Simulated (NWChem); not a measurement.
# N2 cation, doublet

Results from NWChem. Spin-unrestricted. Coordinates come from a PBE-D3(BJ)/def2-SVP, spin-unrestricted optimisation. No stability test was run on the SCF state. Solvent water, SMD (1 M gas to 1 M solution), gas-phase geometry. Reactions with the solvent are ignored.

| level | basis functions | solvation free energy (kcal/mol) | cavity-dispersion-structure term (kcal/mol) |
|---|---|---|---|
| PBE0/STO-3G | 10 | -77.6 | 0.0 |
| PBE0/def2-SVP | 28 | -77.4 | 0.0 |
| PBE0/def2-SVPD | 40 | -77.2 | 0.0 |
| PBE0/def2-TZVP | 62 | -77.2 | 0.0 |
| PBE0/def2-TZVPD | 74 | -77.2 | 0.0 |
| PBE0/def2-TZVPP | 62 | -77.2 | 0.0 |
